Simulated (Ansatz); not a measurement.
Consider Pt in the fcc (Cu type) structure (space group Fm-3m, No. 225).

```
Pt
1.0
    0.00000     1.97000     1.97000
    1.97000     0.00000     1.97000
    1.97000     1.97000     0.00000
Pt
1
Direct
  0.00000   0.00000   0.00000
```

All numbers come from Ansatz (a program for electronic structure), r2SCAN, PAW, cutoff 500 eV, no SOC, earlier PAW set.

Modification: full substitution Pt → Ir; the structure is relaxed again.

Measured lattice parameter a: Pt 3.913 Å (static lattice; corrected from measurement; as listed in Daniel Mejia-Rodriguez, S. B. Trickey, Phys. Rev. B (2018)); Ir 3.831 Å (static lattice; corrected from measurement; as listed in Daniel Mejia-Rodriguez, S. B. Trickey, Phys. Rev. B (2018)).

Problem. How well does r2SCAN reproduce the measured shift?

Solution. With r2SCAN the lattice parameter a moves by -0.095 Å (3.940 → 3.845) against -0.082 Å measured.

No phonon test of stability was made. All final runs are without spin polarisation.
